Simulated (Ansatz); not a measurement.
Relaxation of C$_{3}$H$_{6}$OS (11 atoms, charge 0, multiplicity 1), to a largest force component of 0.015 eV/Å in at most 40 steps.

Computed with Ansatz, RKS PBE0/STO-3G.

```xyz
11
Properties=species:S:1:pos:R:3:forces:R:3
C -1.158 0.513 0.593 -3.57 3.12 -0.33
C 0.077 0.046 0.007 0.57 -1.33 -0.49
O 1.163 0.848 0.192 3.36 1.06 -0.30
C 0.241 -1.101 -0.666 -4.51 -0.80 0.59
S 1.649 -1.719 -1.348 2.32 -1.05 -1.16
H -2.043 -0.105 0.386 0.31 -0.25 0.08
H -1.089 0.680 1.670 0.04 -0.12 0.48
H -1.417 1.548 0.138 0.35 -1.60 0.84
H 0.932 1.653 0.750 -0.80 -0.07 0.17
H -0.712 -1.725 -0.787 1.84 0.93 0.09
H 2.423 -0.695 -0.915 0.08 0.10 0.04
```

Problem. Where does it end, and by what steps?

Solution. It converged. Limits of this set-up: minimal basis. After 5 steps the energy has fallen by 0.537 eV; O3 moved furthest, 0.10 Å.

```csv
step,energy less start (eV),largest force component (eV/Å),accepted
0,0.0000,4.514,yes
1,-0.4713,1.551,yes
2,-0.5340,0.183,yes
3,-0.5359,0.068,yes
4,-0.5367,0.024,yes
5,-0.5367,0.009,yes
```

```xyz
11
Properties=species:S:1:pos:R:3
C -1.210 0.576 0.601
C 0.094 0.050 0.009
O 1.262 0.838 0.180
C 0.197 -1.112 -0.664
S 1.689 -1.744 -1.354
H -2.028 -0.122 0.389
H -1.134 0.695 1.693
H -1.475 1.556 0.173
H 0.931 1.628 0.726
H -0.689 -1.731 -0.809
H 2.429 -0.691 -0.923
```

Time of the run: 18 s on 1 thread of Intel(R) Xeon(R) Platinum 8259CL CPU @ 2.50GHz (Skylake/Cascade Lake), on a shared host, peak memory 0.14 GiB.
